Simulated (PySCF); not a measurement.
Compound: dimethyl carbonate, C₃H₆O₃.
SMILES with atom numbers: `[CH3:1][O:2][C:3](=[O:4])[O:5][CH3:6]` (hydrogens: H7, H8, H9 on C1; H10, H11, H12 on C6)

Torsions of this conformer, `[CH3:1][O:2][C:3](=[O:4])[O:5][CH3:6]`: C1–O2–C3–O4 0°, O2–C3–O5–C6 180°.

The closed-shell ground state was solved at several levels (PySCF, density fitting, gas phase, non-relativistic). The structure is a single PBE0-D3(BJ)/def2-TZVP conformer in the gas phase; no vibrational or solvent corrections.

```json
{"level": "wB97X-D/pcSseg-2", "basis functions": "300", "total energy (Eh)": "-343.6407", "HOMO (eV)": "-10.42", "LUMO (eV)": "2.44", "gap (eV)": "12.86", "dipole (D)": "0.44"}
{"level": "KT3/pcSseg-2", "basis functions": "300", "total energy (Eh)": "-348.5922", "HOMO (eV)": "-6.86", "LUMO (eV)": "-0.18", "gap (eV)": "6.68", "dipole (D)": "0.47"}
{"level": "B97-2/pcSseg-2", "basis functions": "300", "total energy (Eh)": "-343.6272", "HOMO (eV)": "-8.15", "LUMO (eV)": "0.78", "gap (eV)": "8.93", "dipole (D)": "0.45"}
```

Problem. What might PBE0/pcSseg-2 (300 basis functions) give for the same quantities?

Solution. Total energy -343.3713 Eh, HOMO -8.48 eV, LUMO 0.74 eV, gap 9.22 eV, dipole 0.44 D.

Problem. Over all these levels, which gives the widest orbital gap and which the narrowest?

Solution. wB97X-D/pcSseg-2 (range-separated hybrid) has the widest, 12.86 eV, and KT3/pcSseg-2 (GGA) the narrowest, 6.68 eV. From the narrowest to the widest the HOMO moves by -3.56 eV and the LUMO by +2.62 eV.

Problem. In the pcSseg-2 basis, how does the gap go with the fixed share of exact exchange?

Solution. KT3 (0 %) 6.68 eV; B97-2 (21 %) 8.93 eV; PBE0 (25 %) 9.22 eV. Each rise in the share widens the gap here.

Problem. How far do the dipole and the HOMO energy spread over the levels?

Solution. The dipole runs from 0.44 to 0.47 D (mean 0.45 D) and the HOMO from -10.42 to -6.86 eV.

The pairwise dispersion term of wB97X-D wasn't added to the energies; at a given geometry it leaves orbitals and properties as they are.
